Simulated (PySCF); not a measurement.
Published values to compare with (the computed states carry no symmetry labels, so the two lists aren't matched line by line):

| state | E (eV) | f | kind of transition | source |
| --- | --- | --- | --- | --- |
| 3A''(n→π*) | 5.63 | 0.001 | vertical absorption | [1] |
| 1A''(n→π*) | 5.96 |  | vertical absorption | [1] |

[1] computed, theoretical best estimate (aug-cc-pVTZ, frozen core, CC3 geometry), gas; Veril, Scemama, Caffarel, Lipparini, Boggio-Pasqua, Jacquemin, Loos, WIREs Comput. Mol. Sci. 2021, 11, e1517 (QUESTDB)

Formyl fluoride, CHFO.
SMILES with atom numbers: `[O:1]=[CH:2][F:3]` (hydrogens: H4 on C2)

Computed with TDDFT B3LYP/def2-SVPD, vertical, gas phase, core orbitals frozen in the response in PySCF 2.14.0, density-fitted response routines. Geometry: GFN2-xTB; no solvent, vibrations or thermal averaging.

Computed singlets: 6.00 eV (f 0.002); 8.66 eV (f 0.000); 8.93 eV (f 0.005); 9.28 eV (f 0.122); 9.94 eV (f 0.123); 10.69 eV (f 0.006); 10.78 eV (f 0.012); 10.80 eV (f 0.088). Computed triplets (Tamm–Dancoff): 5.37, 6.57, 8.17 eV.

Problem. How does the lowest computed triplet compare with the best estimate listed for the lowest triplet (vertical absorption)?

Solution. 5.37 eV against 5.63 eV for 3A''(n→π*) [1]: a difference of -0.26 eV. Geometry and basis of the two calculations needn't be the same.
